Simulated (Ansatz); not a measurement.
**AlCO (quartet): wave-function methods side by side, def2-TZVPP**

The task here is to estimate one member of a computed series from the others.

The runs use Ansatz 0.2.0, Gaussian basis; def2-TZVPP, core rule «outside noble gas», up to 7 orbitals frozen.

Plan: UHF; ROHF; CCSD(T) on UHF.

## What is computed

The geometry is a PBE0/def2-TZVP stationary point (not a proven minimum).

3 atoms, charge 0, spin multiplicity 4.

Atoms are counted from 1 here; the program's logs count them from 0.

Bond lengths: Al1–C2 1.847 Å, C2–O3 1.158 Å. Angles: Al1–C2–O3 180.0°.

The first run:

Contents of in.yaml:

```yaml
crystal:
  periodic: [false, false, false]
  atoms:
    - {symbol: Al, position_ang: [0.000000, 0.000000, 1.617200]}
    - {symbol: C, position_ang: [0.000000, 0.000000, -0.229400]}
    - {symbol: O, position_ang: [0.000000, 0.000000, -1.387800]}
basis:
  gaussian: {orbitals: def2-TZVPP}
magnetization: {spin_polarized: true, initial_magnetization: 3}
hamiltonian: {xc: hf}
output: {orbitals: {seedname: orbitals}}
```

Launch:

```console
$ ansatz run in.yaml --threads 1 --pin off --events-out ev --progress --plain --max-ram 4096MiB --backend cpu
```

Steps of the session up to this table: UHF; ROHF; CCSD(T) on UHF.

One table of the session follows, with a row left open; its other results are not shown here.

It belongs to the step «Misses and costs». 

| method | from UCCSD(T) (kcal/mol) |
| --- | --- |
| ROHF | +268.75 |
| UHF | +266.84 |
| UMP2 | +17.65 |
| UCCSD | ? |
| UCCSD(T) | 0 |

Estimate the missing values for UCCSD.

As computed: from UCCSD(T) (kcal/mol): +13.43. In the column «from UCCSD(T) (kcal/mol)» it lies between UCCSD(T) (0) and UMP2 (+17.65).

With the free atoms at the same levels and basis (separate runs), the atomisation energy is 9.786 eV at UCCSD(T), 6.750 eV at ROHF.
